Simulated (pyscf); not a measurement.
## Routes from H₂N–SiH•–Cl (SMILES N[SiH]Cl) + NH₃ (SMILES N)

Candidate steps break at most two bonds and form at most two. Each was searched with GFN2-xTB (tblite) first. Optimised with ωB97X-D3(BJ)/def2-SVP in PySCF. Energies: ωB97M-D3(BJ)/def2-TZVP, eV, from the separated reactants, doublet surface; ΔG‡ with ideal gas, 1 atm, RRHO with modes under 100 cm⁻¹ raised to 100, one conformer, R ln 2 for chiral ones without a mode under 150 cm⁻¹.

```tsv
products	type	ΔE‡	ΔE	ΔG‡ 298 K	ΔG‡ 900 K	ν‡ (cm⁻¹)
H₂N–SiH(NH₂)–Cl + H•	substitution at N	0.74	-0.09	1.11	2.07	1885i
H₂N–SiH₂–Cl + NH₂•	hydrogen abstraction	0.91	+0.70	1.18	2.00	1082i
```

Row 1: On the reactant side the descent ends in a complex, 0.26 eV under the separated species and 1.10 eV under the saddle at ωB97X-D3(BJ)/def2-TZVP. Row 2: On the product side the descent ends in a complex (not fully relaxed), 0.24 eV under the separated species and 0.43 eV under the saddle at ωB97X-D3(BJ)/def2-TZVP. 

Plain bond fissions and candidates not yet searched are not listed, and one of them may be faster. Each barrier is that of the saddle found; lower ones may exist.
